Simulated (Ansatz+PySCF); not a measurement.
Values are calculated unless marked as measured or tabulated.
**Several solutions for singlet Li2**

```yaml
atoms:
  - { symbol: Li, position_ang: [0.0000, 0.0000, -2.0207] }
  - { symbol: Li, position_ang: [0.0000, 0.0000, 2.0207] }
```

Basis set: 6-31G (spherical functions). Charge 0, multiplicity 1.

PBE0 (unrestricted) was run from several starts with Ansatz (development build ahead of 0.2.0) and PySCF 2.14.0.

```csv
run,program,start,converged,energy (hartree),<S²>
A,Ansatz,search for the lowest state,yes,-14.94339,0.53
B,Ansatz,stability test followed,yes,-14.94339,0.53
C,Ansatz,"atomic start, no search",yes,-14.94025,0.00
D,PySCF,program defaults,yes,-14.94025,0.00
```

Task: Which runs reached the lowest solution of this kind, and what is wrong with the others?

Result: A, B reached the lowest solution found. Converged but too high: C by 0.09 eV, D by 0.09 eV. Convergence only shows a stationary point, and even a stable one can lie too high; stability tests and further starts are what find lower ones. Caution: the unrestricted determinant is spin contaminated.
